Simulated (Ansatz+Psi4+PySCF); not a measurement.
doublet CHO₂: levels of theory in one basis

```yaml
atoms:
  - { symbol: C, position_ang: [0.0000, 0.0000, 0.0000] }
  - { symbol: H, position_ang: [0.0000, 0.0000, -1.0900] }
  - { symbol: O, position_ang: [0.0000, 1.1761, 0.6253] }
  - { symbol: O, position_ang: [0.0000, -1.0489, 0.5577] }
```

Basis set: cc-pVTZ (spherical functions). Frozen core: 3 orbitals. Correlation on ROHF uses semicanonical orbitals with singles. Charge 0, multiplicity 2.

Computed with Ansatz (development build ahead of 0.2.0) and Psi4 1.11; each method stands on the lowest determinant of its kind that the runs found.

| method | E − E(ROHF) (eV) | <S²> of the determinant |
| --- | --- | --- |
| ROHF | 0.00 | 0.75 |
| UHF | -0.15 | 0.76 |
| ROHF-MP2 | -15.60 | – |
| UHF-MP2 | -15.59 | 0.76 |
| ROHF-CCSD | -15.99 | – |
| UHF-CCSD | -16.00 | 0.76 |

(1) What does ROHF-CCSD(T) give on the same scale?

Results:

(1) -16.65 eV.
